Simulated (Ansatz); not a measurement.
The input, for Ansatz 0.2.0:

```yaml
crystal:
  periodic: [false, false, false]
  atoms:
    - {symbol: As, position_ang: [0.000000, 0.000000, 0.777033]}
    - {symbol: Na, position_ang: [0.000000, 0.000000, -3.091467]}
    - {symbol: H, position_ang: [0.000000, 0.000000, 2.314433]}
basis:
  gaussian: {orbitals: STO-3G}
magnetization: {spin_polarized: false, initial_magnetization: 3}
correlation: {method: ccsd_t, frozen_orbitals: {As: 9}}
output: {forces: true}
```

```sh
$ ansatz run in.yaml --threads 1 --pin off --events-out ev --progress --plain --max-ram 2393MiB
```

**Question.** One thing in this input was set wrong on purpose, beside settings that are merely unusual. What is the gravest fault, and what does the program do?

**Answer.** Wrong frozen-orbital counts. How the run ends: refused.
```
Error: "frozen_orbitals" has no count for Na
```
